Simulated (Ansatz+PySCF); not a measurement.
The numbers below are computed, except where a source is named.
Several solutions for singlet C₂H₆ in separate pieces

```
atom    x (Å)    y (Å)    z (Å)
   C   0.0000   0.0000  -0.7596
   C   0.0000   0.0000   3.7978
   H   0.0000  -1.0240  -1.1651
   H  -0.8868   0.5120  -1.1651
   H   0.8868   0.5120  -1.1651
   H   0.0000   1.0240   4.2034
   H  -0.8868  -0.5120   4.2034
   H   0.8868  -0.5120   4.2034
```

Basis set: STO-3G (spherical functions). Charge 0, multiplicity 1.

UHF was run from several starts with Ansatz (development build ahead of 0.2.0) and PySCF 2.14.0.

```json
{"run": "A", "program": "PySCF", "start": "guess huckel, instabilities followed", "converged": "yes", "energy (hartree)": "-78.13059", "<S²>": "1.02"}
{"run": "B", "program": "Ansatz", "start": "atomic start, no search", "converged": "yes", "energy (hartree)": "-77.85004", "<S²>": "0.00"}
{"run": "C", "program": "Ansatz", "start": "search for the lowest state", "converged": "yes", "energy (hartree)": "-78.13059", "<S²>": "1.02"}
{"run": "D", "program": "PySCF", "start": "program defaults", "converged": "yes", "energy (hartree)": "-77.85004", "<S²>": "0.00"}
{"run": "E", "program": "Ansatz", "start": "stability test followed", "converged": "yes", "energy (hartree)": "-78.13059", "<S²>": "1.02"}
{"run": "F", "program": "PySCF", "start": "guess minao, instabilities followed", "converged": "yes", "energy (hartree)": "-78.13059", "<S²>": "1.02"}
{"run": "G", "program": "PySCF", "start": "guess atom, instabilities followed", "converged": "yes", "energy (hartree)": "-78.13059", "<S²>": "1.02"}
{"run": "H", "program": "PySCF", "start": "guess 1e, instabilities followed", "converged": "yes", "energy (hartree)": "-78.13059", "<S²>": "1.02"}
```

(1) Which runs reached the lowest solution of this kind, and what is wrong with the others?

Results:

(1) A, C, E, F, G, H reached the lowest solution found. Converged but too high: B by 7.63 eV, D by 7.63 eV. Convergence only shows a stationary point, and even a stable one can lie too high; stability tests and further starts are what find lower ones. Caution: the unrestricted determinant is a mixture of spin states. Caution: the determinant breaks the point group.
